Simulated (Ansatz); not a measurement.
# AlN (triplet): B2PLYP, RPA-PBE over a scan of the distance Al1–N2, cc-pVDZ

How well do these functionals follow the top wave-function level for AlN (triplet) over a scan of the distance Al1–N2?

Program: Ansatz 0.2.0, Gaussian basis. Level of theory: cc-pVDZ, all electrons in the functionals, frozen cores in the correlation of double hybrids and RPA. These are calculated values, not measurements.

The runs, in order: B2PLYP, RPA-PBE, at 1.406 Å; 1.584 Å; 1.789 Å; 1.963 Å; 2.230 Å; 2.431 Å; 2.917 Å; 3.357 Å; 3.848 Å; 4.930 Å; 5.965 Å.

1 further run of the same task is left out (for a known fault of the program).

### 1 The system

The geometry derives from a PBE0/def2-TZVP stationary point (not a proven minimum). One bond is set to the value named and the two fragments are kept rigid.

2 atoms, charge 0, spin multiplicity 3.

Atoms are counted from 1 here; the program's logs count them from 0.

Bond lengths: Al1–N2 1.789 Å.

No dispersion term is added.

The geometry shown and the zero of energy belong to the point 1.789 Å. The yardstick, FCI, and other wave-function levels (R restricted, U unrestricted, valence and pair active spaces) come from earlier runs.

### 2 B2PLYP, 1.406 Å

in.yaml

```yaml
crystal:
  periodic: [false, false, false]
  atoms:
    - {symbol: Al, position_ang: [0.000000, 0.000000, 0.000000]}
    - {symbol: N, position_ang: [0.000000, 0.000000, 1.406000]}
basis:
  gaussian: {orbitals: cc-pVDZ}
magnetization: {spin_polarized: true, initial_magnetization: 2}
hamiltonian: {xc: {name: B2PLYP}}
correlation: {electrons: outside_noble_gas}
```

Launch:

```sh
ansatz run in.yaml --threads 1 --pin off --events-out ev --progress --plain --max-ram 8192MiB --backend cpu
```

After this run come: B2PLYP, 1.584 Å; B2PLYP, 1.789 Å; B2PLYP, 1.963 Å; B2PLYP, 2.230 Å; B2PLYP, 2.431 Å; B2PLYP, 2.917 Å; B2PLYP, 3.357 Å; B2PLYP, 3.848 Å; B2PLYP, 4.930 Å; B2PLYP, 5.965 Å; RPA-PBE, 1.406 Å; RPA-PBE, 1.584 Å; RPA-PBE, 1.789 Å; RPA-PBE, 1.963 Å; RPA-PBE, 2.230 Å; RPA-PBE, 2.431 Å; RPA-PBE, 2.917 Å; RPA-PBE, 3.357 Å; RPA-PBE, 3.848 Å; RPA-PBE, 4.930 Å; RPA-PBE, 5.965 Å.

Before running them: what should the planned runs give, taken together? Wanted: span of the FCI curve; largest miss, B2PLYP; largest miss, RPA-PBE.

**Answer**, as computed:

| quantity | value |
| --- | --- |
| span of the FCI curve | 355.4 kJ/mol |
| largest miss, B2PLYP | -37.3 kJ/mol (1.406 Å) |
| largest miss, RPA-PBE | +19.7 kJ/mol (4.930 Å) |

Of the functionals, RPA-PBE keep the smallest largest miss at the points compared (at most 19.7 kJ/mol) and B2PLYP strays most (37.3 kJ/mol, at 1.406 Å). B2PLYP, RPA-PBE clearly break the spin symmetry at some points (⟨S²⟩ up to 1.01 above the pure value), so energy there is bought with a mixed spin. Functionals and the yardstick converge differently with the basis, so part of each miss in cc-pVDZ is the basis.
